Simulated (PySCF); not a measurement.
Potential energy curve for HF, singlet.

RCCSD = PySCF with CCSD on RHF/cc-pVTZ, 1 core orbital frozen; UCCSD(T) = CCSD(T) on UHF/cc-pVTZ, 1 core orbital frozen run with PySCF; UKS-M06-2X = unrestricted M06-2X/cc-pVTZ run with PySCF 2.14.0; UKS-B3LYP = unrestricted B3LYP/cc-pVTZ run with PySCF.

Energies are in kcal/mol, each relative to the lowest point of its own curve near equilibrium.

```json
[
 {"R / Å": "0.74", "RCCSD": "35.1", "UCCSD(T)": "35.5", "UKS-M06-2X": "36.1", "UKS-B3LYP": "36.6"},
 {"R / Å": "0.79", "RCCSD": "15.5", "UCCSD(T)": "15.9", "UKS-M06-2X": "16.3", "UKS-B3LYP": "16.7"},
 {"R / Å": "0.84", "RCCSD": "4.9", "UCCSD(T)": "5.1", "UKS-M06-2X": "5.3", "UKS-B3LYP": "5.7"},
 {"R / Å": "0.87", "RCCSD": "1.6", "UCCSD(T)": "1.8", "UKS-M06-2X": "1.9", "UKS-B3LYP": "2.1"},
 {"R / Å": "0.89", "RCCSD": "0.5", "UCCSD(T)": "0.6", "UKS-M06-2X": "0.6", "UKS-B3LYP": "0.8"},
 {"R / Å": "0.92", "RCCSD": "0.0", "UCCSD(T)": "0.0", "UKS-M06-2X": "0.0", "UKS-B3LYP": "0.0"},
 {"R / Å": "0.96", "RCCSD": "1.3", "UCCSD(T)": "1.2", "UKS-M06-2X": "1.1", "UKS-B3LYP": "0.9"},
 {"R / Å": "0.97", "RCCSD": "1.9", "UCCSD(T)": "1.7", "UKS-M06-2X": "1.7", "UKS-B3LYP": "1.4"},
 {"R / Å": "1.02", "RCCSD": "6.2", "UCCSD(T)": "5.9", "UKS-M06-2X": "5.8", "UKS-B3LYP": "5.2"},
 {"R / Å": "1.07", "RCCSD": "12.1", "UCCSD(T)": "11.7", "UKS-M06-2X": "11.6", "UKS-B3LYP": "10.6"},
 {"R / Å": "1.14", "RCCSD": "22.1", "UCCSD(T)": "21.4", "UKS-M06-2X": "21.5", "UKS-B3LYP": "19.9"},
 {"R / Å": "1.25", "RCCSD": "39.6", "UCCSD(T)": "38.4", "UKS-M06-2X": "39.2", "UKS-B3LYP": "36.5"},
 {"R / Å": "1.38", "RCCSD": "60.3", "UCCSD(T)": "59.1", "UKS-M06-2X": "60.9", "UKS-B3LYP": "56.5"},
 {"R / Å": "1.50", "RCCSD": "77.9", "UCCSD(T)": "76.7", "UKS-M06-2X": "80.1", "UKS-B3LYP": "74.0"},
 {"R / Å": "1.65", "RCCSD": "97.1", "UCCSD(T)": "95.4", "UKS-M06-2X": "101.8", "UKS-B3LYP": "93.2"},
 {"R / Å": "1.86", "RCCSD": "117.8", "UCCSD(T)": "116.0", "UKS-M06-2X": "120.5", "UKS-B3LYP": "110.7"},
 {"R / Å": "2.03", "RCCSD": "129.8", "UCCSD(T)": "126.7", "UKS-M06-2X": "127.6", "UKS-B3LYP": "119.4"},
 {"R / Å": "2.28", "RCCSD": "141.2", "UCCSD(T)": "133.7", "UKS-M06-2X": "133.3", "UKS-B3LYP": "127.1"},
 {"R / Å": "2.46", "RCCSD": "146.1", "UCCSD(T)": "135.4", "UKS-M06-2X": "135.5", "UKS-B3LYP": "130.5"},
 {"R / Å": "2.77", "RCCSD": "150.7", "UCCSD(T)": "136.4", "UKS-M06-2X": "137.3", "UKS-B3LYP": "133.9"},
 {"R / Å": "3.24", "RCCSD": "153.5", "UCCSD(T)": "136.8", "UKS-M06-2X": "137.9", "UKS-B3LYP": "136.2"},
 {"R / Å": "3.64", "RCCSD": "154.4", "UCCSD(T)": "136.9", "UKS-M06-2X": "138.0", "UKS-B3LYP": "136.8"}
]
```

At the longest distance, 3.64 Å, RCCSD lies highest above its minimum (154.4 kcal/mol) and UKS-B3LYP lowest (136.8 kcal/mol).

The T1 diagnostic of CCSD on the restricted reference of RCCSD exceeds 0.045 at 2.03 to 3.64 Å. The unrestricted determinant behind UCCSD(T) is spin-contaminated at 1.38 to 3.64 Å (<S²> up to 1.0, against 0.00 for a pure singlet). The unrestricted determinant behind UKS-M06-2X, UKS-B3LYP is spin-contaminated at 1.65 to 3.64 Å (<S²> up to 1.0, against 0.00 for a pure singlet).
